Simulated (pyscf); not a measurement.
Optimised with ωB97X-D3(BJ)/def2-SVP in PySCF.

For `[SiH3][SiH2][PH2]` + `[H]` [doublet] → `[SiH3][SiH][PH2]` [doublet] + `[H][H]`, a hydrogen abstraction (doublet surface; H–Si broken, H–H formed), PBE/def2-TZVP gives ΔE‡ = -0.02 eV and ΔE = -0.86 eV (zero: the separated reactants). In which direction and how far do PBE0-D3(BJ)/def2-TZVP, M06-2X/def2-TZVP, ωB97M-D3(BJ)/def2-TZVP move these?

PBE0-D3(BJ): ΔE‡ = 0.04 eV, ΔE = -0.78 eV; M06-2X: ΔE‡ = 0.19 eV, ΔE = -0.85 eV; ωB97M-D3(BJ): ΔE‡ = 0.16 eV, ΔE = -0.73 eV. PBE's barrier lies under all of them, by 0.06 to 0.20 eV. Its reaction energy lies under all of them, by 0.01 to 0.13 eV. At PBE this geometry lies under the reactants; that is no barrier but a single point on another level's saddle; such a level's own saddle, if it has one, lies nearer that side and is low. H₃Si–SiH₂–PH₂ lies 0.25 eV over its isomer H₃Si–PH–SiH₃ (electronic energy, ωB97M-D3(BJ)/def2-TZVP). H₃Si–SiH•–PH₂ lies 0.49 eV over its isomer H₃Si–P•–SiH₃ (electronic energy, ωB97M-D3(BJ)/def2-TZVP). This is the saddle that the search found; another between the same sides may lie lower. The angle at the transferred H is 177°.
